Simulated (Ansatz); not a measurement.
# AlN2 (quartet): wave-function methods side by side, def2-TZVPP

One table from this session's results is given with a row withheld; the runs are named, their logs left out.

Computed with Ansatz 0.2.0, Gaussian basis. Level: def2-TZVPP, core rule «outside noble gas», up to 7 orbitals frozen.

The runs, in order: UHF; ROHF; CCSD(T) on UHF.

2 further runs of the same task are left out: 2 set aside as unsound or not needed.

### The geometry

The geometry is a PBE0/def2-TZVP stationary point (not a proven minimum) of the parent state, kept for this charge and spin.

3 atoms, charge 0, spin multiplicity 4.

Atoms are counted from 1 here; the program's logs count them from 0.

Bond lengths: N1–Al2 1.868 Å, Al2–N3 1.740 Å. Angles: N1–Al2–N3 180.0°.

The first run:

Input file in.yaml:

```yaml
crystal:
  periodic: [false, false, false]
  atoms:
    - {symbol: N, position_ang: [0.000000, 0.000000, 1.825500]}
    - {symbol: Al, position_ang: [0.000000, 0.000000, -0.043000]}
    - {symbol: N, position_ang: [0.000000, 0.000000, -1.782500]}
basis:
  gaussian: {orbitals: def2-TZVPP}
magnetization: {spin_polarized: true, initial_magnetization: 3}
hamiltonian: {xc: hf}
output: {orbitals: {seedname: orbitals}}
```

Command:

```bash
$ ansatz run in.yaml --threads 1 --pin off --events-out ev --progress --plain --max-ram 4096MiB --backend cpu
```

Steps of the session up to this table: UHF; ROHF; CCSD(T) on UHF.

One table of the session follows, with a row left open; its other results are not shown here.

| method | from UCCSD(T) (kcal/mol) |
| --- | --- |
| ROHF | +264.00 |
| UHF | +250.74 |
| UMP2 | ? |
| UCCSD | +12.54 |
| UCCSD(T) | 0 |

Q: Estimate the row for UMP2 from the others.

The run gave: from UCCSD(T) (kcal/mol): +45.93. In the column «from UCCSD(T) (kcal/mol)» it lies between UCCSD (+12.54) and UHF (+250.74).

To keep in mind: The determinant is far from a pure spin state, so its energy mixes those of several spin states (harmless only where they are near-degenerate, as at dissociation). Warnings: spin contamination; coupled cluster took another determinant than the lowest.
